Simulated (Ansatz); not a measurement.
**SiNH₅ (triplet): the correlation ladder at distance Si1–H5 along a hydrogen transfer = 1.991 Å, cc-pVDZ**

Aim: climb from Hartree-Fock through coupled cluster and multireference methods for SiNH₅ (triplet) at one geometry and basis, and see what each rung misses.

Method: cc-pVDZ, core rule «outside noble gas», up to 6 orbitals frozen; program: Ansatz 0.2.0, Gaussian basis.

To be run: UHF; CCSD(T) on ROHF; CCSD(T) on UHF; BCCD(T) on ROHF; CISD; CCSDT(Q) on ROHF; CCSDT(Q) on UHF; CASSCF and MRCISD+Q, 4 electrons in 4 orbitals; CASSCF and NEVPT2, 4 electrons in 4 orbitals.

## 1. The geometry

The geometry derives from fragments relaxed apart (PBE0/def2-TZVP) and kept rigid, so it is no stationary point. A hydrogen atom is moved between rigid fragments.

7 atoms, charge 0, spin multiplicity 3.

Atoms are counted from 1 here; the program's logs count them from 0.

Bond lengths: Si1–H2 1.485 Å, Si1–H3 1.485 Å, Si1–H4 1.485 Å, H5–N6 1.243 Å, N6–H7 1.040 Å. Angles: H2–Si1–H3 109.5°, H2–Si1–H4 109.5°, H3–Si1–H4 109.5°, H5–N6–H7 105.0°.

## 2. UHF

File in.yaml:

```yaml
crystal:
  periodic: [false, false, false]
  atoms:
    - {symbol: Si, position_ang: [-1.046828, 0.021476, 0.000000]}
    - {symbol: H, position_ang: [-1.541700, 1.421184, 0.000000]}
    - {symbol: H, position_ang: [-1.541699, -0.678378, 1.212183]}
    - {symbol: H, position_ang: [-1.541699, -0.678378, -1.212182]}
    - {symbol: H, position_ang: [0.944172, 0.021476, 0.000000]}
    - {symbol: N, position_ang: [2.187172, 0.021476, -0.000001]}
    - {symbol: H, position_ang: [2.456254, -0.982751, -0.000001]}
basis:
  gaussian: {orbitals: cc-pVDZ}
magnetization: {spin_polarized: true, initial_magnetization: 2}
hamiltonian: {xc: hf}
output: {orbitals: {seedname: orbitals}}
```

On the command line:

```sh
> ansatz run in.yaml --threads 1 --pin off --events-out ev --progress --plain --max-ram 2816MiB --backend cpu
```

The runs that follow: CCSD(T) on ROHF; CCSD(T) on UHF; BCCD(T) on ROHF; CISD; CCSDT(Q) on ROHF; CCSDT(Q) on UHF; CASSCF and MRCISD+Q, 4 electrons in 4 orbitals; CASSCF and NEVPT2, 4 electrons in 4 orbitals.

**Question.** What will the summary of the whole plan be? Wanted: UCCSDT(Q) below the RHF energy; RMP2 from UCCSDT(Q); UMP2 from UCCSDT(Q); RCCSD from UCCSDT(Q); RCCSD(T) from UCCSDT(Q); UCCSD(T) from UCCSDT(Q); RCCSDT(Q) from UCCSDT(Q); NEVPT2 pair from UCCSDT(Q); MRCISD+Q pair from UCCSDT(Q).

The runs gave:

| quantity | value |
| --- | --- |
| UCCSDT(Q) below the RHF energy | -8.5907 eV |
| RMP2 from UCCSDT(Q) | +144.1 kJ/mol |
| UMP2 from UCCSDT(Q) | +150.2 kJ/mol |
| RCCSD from UCCSDT(Q) | +21.7 kJ/mol |
| RCCSD(T) from UCCSDT(Q) | +4.2 kJ/mol |
| UCCSD(T) from UCCSDT(Q) | +4.3 kJ/mol |
| RCCSDT(Q) from UCCSDT(Q) | +0.1 kJ/mol |
| NEVPT2 pair from UCCSDT(Q) | +138.7 kJ/mol |
| MRCISD+Q pair from UCCSDT(Q) | +9.5 kJ/mol |
| levels within 1 kcal/mol (43 meV) | RCCSDT, UCCSDT, RCCSDT(Q) |
| T1 diagnostic | 0.025 |

**Reading.** RCCSD(T) lands +4.2 kJ/mol from the yardstick (0.5 % of the correlation energy). Of the multireference levels listed MRCISD+Q pair comes nearest in total energy (+9.5 kJ/mol), which doesn't show that its space is the better one. These misses are within one basis, not against nature; the frozen cores of restricted and unrestricted runs differ, which can shift their rows.
